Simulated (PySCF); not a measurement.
# Frontier orbitals and the lowest excitations

Species: 2-chlorofuran, C4H3ClO.
Numbering: `[Cl:1][c:2]1[cH:3][cH:4][cH:5][o:6]1` (hydrogens: H7 on C3; H8 on C4; H9 on C5)

Geometry (PBE0-D3(BJ)/def2-SVP, Å), atoms numbered from 1 in this order:
```xyz
9
C4H3ClO angstrom
Cl     2.575   -0.697   -0.143
C      0.927   -0.302   -0.043
C      0.284    0.896    0.055
C     -1.108    0.568    0.101
C     -1.183   -0.789    0.028
O      0.057   -1.324   -0.060
H      0.749    1.877    0.088
H     -1.945    1.260    0.179
H     -2.007   -1.498    0.027
```

The calculation used PySCF, TDDFT wB97X-D/def2-SVPD, vertical, gas phase, core orbitals frozen in the response.

Frontier orbitals with the atoms that hold most of them (Löwdin shares over 4%, at most four atoms; ? is withheld):

```tsv
orbital	ε (eV)	atoms
HOMO-3	-12.21	Cl1 67%, C2 15%, O6 9%, C5 5%
HOMO-2	-11.43	Cl1 80%, C2 9%, C3 4%
HOMO-1	-10.40	?
HOMO	-8.51	?
LUMO	?	C2 21%, C5 20%, O6 17%, C4 14%
LUMO+1	2.38	Cl1 57%, C2 12%, C4 6%, H8 6%
LUMO+2	2.47	Cl1 26%, C3 15%, C4 13%, C5 13%
```

Q: Give the leading atoms of the HOMO.

A: C5 (bonded to C, O and H) 24%; C2 (bonded to C, Cl and O) 22%; Cl1 (bonded to C) 18%; C3 (bonded to 2 C and H) 14%. By element: carbon 60% or more, chlorine 18%.

Q: Which atoms hold the HOMO-1, and with what shares?

A: C4 (bonded to 2 C and H) 29%; C3 (bonded to 2 C and H) 26%; O6 (bonded to 2 C) 23%; C5 (bonded to C, O and H) 9%. By element: carbon 64% or more, oxygen 23%.

Q: What is the LUMO energy, and the HOMO–LUMO gap?

A: ε(LUMO) = 1.64 eV; the gap is 10.15 eV (0.3730 hartree).

Q: How does S1 compare with the orbital gap of 10.15 eV?

A: S1 is at 6.06 eV (f = 0.248), 4.09 eV below the gap, made of HOMO→LUMO (97%). 

Q: One configuration dominates each of S1 and S2. Which, and how do the shares of the two leading atoms of either orbital change from the occupied to the empty one?

A: 
- S1 (6.06 eV, f 0.248), HOMO→LUMO (97%): C5 24% → 20%, C2 22% → 21%
- S2 (6.50 eV, f 0.0001), HOMO→LUMO+1 (76%): C5 24% → at most 6%, C2 22% → 12%, Cl1 18% → 57%
